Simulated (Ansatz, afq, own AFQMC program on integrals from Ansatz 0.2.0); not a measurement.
Integrals from Ansatz 0.2.0, then the random walk in our own AFQMC program (afq).

```yaml
crystal:
  periodic: [false, false, false]
  atoms:
    - {symbol: C, position_ang: [0.000000, 0.000000, 0.552818]}
    - {symbol: C, position_ang: [0.000000, 0.000000, -0.737775]}
    - {symbol: H, position_ang: [0.000000, -0.939613, 1.101979]}
    - {symbol: H, position_ang: [0.000000, 0.939613, 1.101979]}
basis:
  gaussian: {orbitals: cc-pVDZ}
magnetization: {spin_polarized: false}
correlation: {method: ccsd_t, electrons: outside_noble_gas, hamiltonian_folder: ham}
```

```sh
$ ansatz run in.yaml --threads 1 --pin off --events-out ev --progress --plain --max-ram 1382MiB
```

Options of the walk:

```
--method phaseless --trial hf --walkers 140 --populations 1 --least-time 40 --time-step 0.005 --steps-per-block 20 --equilibration-blocks 112 --max-blocks 600 --target-error 0.00114 --factor-cut 1e-05 --seed 3349 --taylor-order 6
```

Times are imaginary, in 1/Eh. The walk had a cap of 536 s.

```
orbitals 36  electrons 5 5  factors 288 of 350
reference energy -76.77333117 Eh
CCSD correlation -0.26053938 Eh in 10 cycles, weight of the determinant in the CISD state 0.8800
energy of the start -76.773331 Eh
 block  time / (1/Eh)  mean weight  energy / Eh
     1     0.100  1.0024  -76.829773
     2     0.200  1.0009  -76.872029
     3     0.300  1.0008  -76.908084
     4     0.400  1.0035  -76.936796
     5     0.500  1.0006  -76.953913
    10     1.000  1.0007  -77.009249
    86     8.600  1.0012  -77.052660
   103    10.300  0.9995  -77.009504
   120    12.000  0.9981  -77.088367
   171    17.100  0.9999  -77.054649
   256    25.600  1.0009  -77.055524
   341    34.100  0.9986  -77.032439
   426    42.600  1.0002  -77.033580
   511    51.100  0.9993  -77.064238
   596    59.600  1.0018  -77.077537
   681    68.100  0.9984  -77.042147
   698    69.800  0.9980  -77.035796
blocks merged  error / Eh  count
     1  0.000813  600
     2  0.001082  300
     4  0.001392  150
     8  0.001773  75
    16  0.002192  37
    32  0.002533  18
    64  0.002854  9
energy -77.049309 +/- 0.002533 Eh
(rows thinned)
```

Estimate how long the walk took on 1 thread of Arm Neoverse V2 (shared host).

2.7 min of wall time.

The run passed its tests (sampling time, drift between the halves within three errors, error under three times the target), which doesn't prove that it has relaxed.

Against this walk (error 68.9 meV) on the same determinant: CCSD(T) 165.2 meV higher, CCSDT(Q) 122.9 meV higher (within the noise), a separate phaseless walk with a CISD trial and standard settings 135.2 ± 70.0 meV higher (within the noise). The error is statistical and leaves out the bias of the constraint.

Cautions: constraint bias not in the error; error above the target (68.9 against 31.0 meV); restricted determinant unstable towards unrestricted (UHF 17 meV lower, ⟨S²⟩ 0.15).

CCSDT and higher add their correlation energy to the determinant of the CCSD(T) run, since their own runs factorise the integrals more tightly (a shift of under 2 meV). A walk keeps the symmetry of its determinant, which the program's search chose and which needn't be the lowest solution, so a lower state of the same spin and another symmetry isn't excluded.
